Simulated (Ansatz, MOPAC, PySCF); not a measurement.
Molecule: HS, net charge 0, doublet state. SMILES: [SH]
Geometry: optimised at B3LYP-D3(BJ)/def2-TZVP (Ansatz, a quantum-chemistry and plane-wave program).

Property: enthalpy of formation at 298 K, in kcal/mol. Conventions: non-relativistic; UHF or UKS for open shells; valence correlation only; 6-311+G** with 5d, 6d on Na to Ar in Ansatz; spin-orbit terms left out; 6-31G* and kin with 6d, 5d where marked. Basis-set limits of correlation are two-point, X^-3; Hartree-Fock from the larger set (for Q and 5 zeta extrapolated as (X+1)exp(-9√X)). Ab initio and DFT rows: single points at B3LYP-D3(BJ) geometries (Ansatz), with unscaled harmonic terms from B3LYP/6-31G* at its own minima, enthalpies of formation by atomisation with measured atoms. Semi-empirical rows: MOPAC heats of formation at their own minima for 298 K.

Measured values: G2/97 table in ASE (Curtiss et al.); they hold spin-orbit and core effects, anharmonicity. 

Value to compare with, the measured value: 34.2 kcal/mol.

```
level                                        program  enthalpy of formation at 298 K (kcal/mol)  error
------------------------------------  --------------  -----------------------------------------  -----
MNDO                                           MOPAC                                       37.1    2.9
BP86/def2-SVP                                  PySCF                                       31.9   -2.3
BP86/6-31G* (5d)                               PySCF                                       33.4   -0.8
B3LYP/STO-3G                                  Ansatz                                       17.3  -16.9
B3LYP/6-31G                                   Ansatz                                       45.6   11.4
B3LYP/6-31G*                                  Ansatz                                       36.6    2.4
PBE0/6-311+G**                                Ansatz                                       36.2    2.0
MP2/3-21G                                     Ansatz                                       63.7   29.5
MP2/6-31G*                                    Ansatz                                       51.9   17.7
r2SCAN-D4/def2-TZVPD                  Ansatz + dftd4                                       32.5   -1.7
M06-2X/def2-TZVPD                              PySCF                                       33.9   -0.3
wB97X-V/def2-TZVPD                            Ansatz                                       32.3   -1.9
CCSD(T)/CBS(cc-pV(Q+d)Z,cc-pV(5+d)Z)          Ansatz                                       33.6   -0.6
```

Among the 9 habitual levels, MP2/3-21G lies farthest from the measured value (29.5 kcal/mol); 6 of 9 lie above it, and their mean absolute error is 9.5 kcal/mol, the median 2.9. One case shows no general order.

The levels are drawn from those run, B3LYP/6-31G* more often than the rest, none by its result; runs whose electronic state is in doubt are left out.
